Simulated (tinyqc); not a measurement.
Inside a calculation. Method: Pariser-Parr-Pople SCF with singles CI, for the molecule Clc1cc[nH]c1 (SMILES; centres numbered as the heavy atoms are written). One step of it, computed by the program tinyqc.

Task: Iteration 2: Fock matrix. F_rr = H_rr + P_rr gamma_rr / 2 + sum_(s != r) P_ss gamma_rs; F_rs = H_rs - P_rs gamma_rs / 2; E = tr P (H + F) / 2 + core repulsion sum_(r<s) z_r z_s gamma_rs.

P after iteration 1:
```
           1Cl         2C         3C         4C         5N         6C
1Cl   1.922138   0.273129  -0.147595   0.000114   0.071930  -0.219327
2C    0.273129   1.037319   0.572165  -0.064581  -0.219700   0.737697
3C   -0.147595   0.572165   1.074168   0.762109  -0.250890  -0.039826
4C    0.000114  -0.064581   0.762109   1.101493   0.456571  -0.443013
5N    0.071930  -0.219700  -0.250890   0.456571   1.701439   0.427947
6C   -0.219327   0.737697  -0.039826  -0.443013   0.427947   1.163443
```

core matrix H (eV):
```
            1Cl          2C          3C          4C          5N          6C
1Cl  -45.143622   -1.630000    0.000000    0.000000    0.000000    0.000000
2C    -1.630000  -46.955357   -2.390000    0.000000    0.000000   -2.390000
3C     0.000000   -2.390000  -43.682525   -2.390000    0.000000    0.000000
4C     0.000000    0.000000   -2.390000  -43.586292   -2.110000    0.000000
5N     0.000000    0.000000    0.000000   -2.110000  -54.668455   -2.110000
6C     0.000000   -2.390000    0.000000    0.000000   -2.110000  -45.402599
```

repulsion gamma_rs (eV):
```
           1Cl         2C         3C         4C         5N         6C
1Cl  11.900000   5.527713   3.891722   2.982978   3.089743   3.891722
2C    5.527713  12.000000   5.537614   4.155912   4.364395   5.537614
3C    3.891722   5.537614  12.000000   5.539111   4.363889   4.154578
4C    2.982978   4.155912   5.539111  12.000000   5.914930   4.155453
5N    3.089743   4.364395   4.363889   5.914930  15.840000   5.915755
6C    3.891722   5.537614   4.154578   4.155453   5.915755  12.000000
```

Centres (angstrom, eV; a flat drawing with bonds scaled to 1.40 angstrom):
```
centre          x          y  core charge z          W   gamma_rr
1Cl      2.159000   0.000000              2  22.670000  11.900000
2C       0.759000   0.000000              1  11.940000  12.000000
3C      -0.064000   1.133000              1  11.940000  12.000000
4C      -1.395000   0.700000              1  11.940000  12.000000
5N      -1.395000  -0.700000              2  27.930000  15.840000
6C      -0.064000  -1.133000              1  11.940000  12.000000
```

Give: F; pi energy.

Result:

F (eV):
```
          1Cl       2C       3C       4C        5N       6C
1Cl  -10.7220  -2.3849   0.2872  -0.0002   -0.1111   0.4268
2C    -2.3849  -5.7119  -3.9742   0.1342    0.4794  -4.4325
3C     0.2872  -3.9742  -5.6530  -4.5007    0.5474   0.0827
4C    -0.0002   0.1342  -4.5007  -6.0842   -3.4603   0.9205
5N    -0.1111   0.4794   0.5474  -3.4603  -12.6414  -3.3758
6C     0.4268  -4.4325   0.0827   0.9205   -3.3758  -6.0920
```

pi energy = -127.6518 eV
